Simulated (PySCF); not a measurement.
**Bonding in `CC[S@@](=O)[O-]`**

Compound: C₂H₅O₂S (charge -1).
Atom-mapped SMILES: `[CH3:1][CH2:2][S@@:3](=[O:4])[O-:5]` (hydrogens: H6, H7, H8 on C1; H9, H10 on C2)

Cartesian coordinates in Å at the PBE0-D3(BJ)/def2-SVP level; atoms count from 1:
```
atom  x, y, z in Å
C1    -1.1979   -0.0809    0.3167
C2    -0.3518   -1.0627   -0.4571
S3     1.4604   -0.6858   -0.0673
O4     1.5296    0.7586   -0.5365
O5     1.4397   -0.8350    1.4458
H6    -2.2839   -0.2041    0.1580
H7    -0.9632   -0.1940    1.3877
H8    -0.8932    0.9379    0.0262
H9    -0.5340   -2.1114   -0.1640
H10   -0.4702   -0.9640   -1.5502
```

Bond orders from the PBE0/pcSseg-1 density (PySCF). Geometry: PBE0-D3(BJ)/def2-SVP, one conformer, isolated ion. The pcSseg-1 basis has no diffuse functions, a weakness for an anion.

Q: Where do the orders between heavy atoms depart from those drawn in the SMILES?

A: The largest departure is 0.523, at S3–O4 (drawn double, 1.477). Drawn single, order above 1.12: S3–O5 (1.477). Drawn single, order below 0.88: C2–S3 (0.785). Drawn double or triple, more than 0.30 short of the drawn order: S3–O4 (1.477). The SMILES, with its formal charges, is one Lewis structure only.

Q: Set the Mayer orders of the bonds between heavy atoms beside their lengths.

A: 
```json
{"bond": "C1–C2", "drawn as": "single", "length (Å)": "1.510", "Mayer order": "1.028"}
{"bond": "C2–S3", "drawn as": "single", "length (Å)": "1.892", "Mayer order": "0.785"}
{"bond": "S3–O4", "drawn as": "double", "length (Å)": "1.520", "Mayer order": "1.477"}
{"bond": "S3–O5", "drawn as": "single", "length (Å)": "1.521", "Mayer order": "1.477"}
```

Q: And the bonds to hydrogen?

A: C–H: 0.95 to 0.97 (5 bonds).

Q: Sum the orders of all bonds at each heavy atom with more than one neighbour and set the sums beside the valence in the SMILES.

A: C1 3.903 (drawn 4), C2 3.719 (drawn 4), S3 3.739 (drawn 4). Orders between atoms that aren't bonded are not in these sums.

For a closed shell the Mayer order of atoms A and B is Σ (PS)μν (PS)νμ over the basis functions μ on A and ν on B, with P the density and S the overlap matrix.
